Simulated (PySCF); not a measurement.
# Solver options tried on NaAl

The same problem is solved with other solver options, one edit a run.

Computed with PySCF 2.14.0. Level: method and basis as typed in the scripts.

3 further runs of the same task are left out: 3 that didn't finish.

### Step 1. Where the work starts

NaAl: 2 atoms, charge 0, spin multiplicity 1.

Bond lengths: Na1–Al2 2.770 Å.

### Step 2. The base run

input.py reads:

```python
from pyscf import gto, scf, tdscf

mol = gto.M(
    atom='Na 0 0 0; Al 0 0 2.77',
    basis='jorge-dzp-dkh',
    charge=0,
    spin=0,
    verbose=4,
)
mf = scf.RHF(mol)
mf = mf.sfx2c1e()
mf.kernel()
td = tdscf.TDHF(mf)
td.nstates = 5
td.kernel()
td.analyze()
mf.dip_moment()
print('orbital energies (hartree):', mf.mo_energy[..., max(0, mol.nelec[1]-3):mol.nelec[0]+3].round(4))
```

Run with:

```
$ OMP_NUM_THREADS=1 python input.py
```

The log of this run is left out.

It gives: E(SCF) = -404.350367 Eh, 9 cycles, μ = 3.61 D, excitations 0.24, 0.24, 2.49, 3.00, 3.00 eV.

The bond length is a typed value, not an optimised one.

### Step 3. Initial guess core

Variant 1 changes initial guess: minao → core.

input.py reads:

```python
from pyscf import gto, scf, tdscf

mol = gto.M(
    atom='Na 0 0 0; Al 0 0 2.77',
    basis='jorge-dzp-dkh',
    charge=0,
    spin=0,
    verbose=4,
)
mf = scf.RHF(mol)
mf = mf.sfx2c1e()
mf.init_guess = 'core'
mf.kernel()
td = tdscf.TDHF(mf)
td.nstates = 5
td.kernel()
td.analyze()
mf.dip_moment()
print('orbital energies (hartree):', mf.mo_energy[..., max(0, mol.nelec[1]-3):mol.nelec[0]+3].round(4))
```

Run with:

```
$ OMP_NUM_THREADS=1 python input.py
```

### Step 4. Second-order solver on

Variant 2 changes second-order solver: off → on.

input.py: that of step 2 with these lines changed.

```diff
@@ -11,2 +11,3 @@
 mf = mf.sfx2c1e()
+mf = mf.newton()
 mf.kernel()
```

Q: Predict the outcome of this session. Wanted: for each run, E(SCF); from base; gap; SCF dipole; after the SCF.

The runs gave:

| run | E(SCF) (hartree) | from base (eV) | cycles | gap (eV) | SCF dipole (D) | after the SCF |
| --- | --- | --- | --- | --- | --- | --- |
| base | -404.350367 | 0 | 9 | 5.17 | 3.61 | lowest root found 0.24 eV |
| initial guess core | -404.350367 | 0.0000 | 9 | 5.17 | 3.61 | lowest root found 0.24 eV |
| second-order solver on | -404.350367 | 0.0000 | 3 macro | 5.17 | 3.61 | lowest root found 0.24 eV |

Distance from each run's final energy (log10 hartree) by cycle:

| run | cycle 1 | cycle 2 | cycle 3 | cycle 5 | cycle 8 | cycle 12 |
| --- | --- | --- | --- | --- | --- | --- |
| base | -1.4 | -2.5 | -3.0 | -5.5 | -9.8 | done |
| initial guess core | -1.4 | -2.5 | -3.0 | -5.5 | -9.8 | done |
| second-order solver on | -4.2 | < -11 | < -11 | done | done | done |

In words: The SCF energy stays the same, to the digits that matter, with initial guess core or second-order solver on. PySCF falls back to minao for a guess that it doesn't know or can't read, so that run repeats the base.
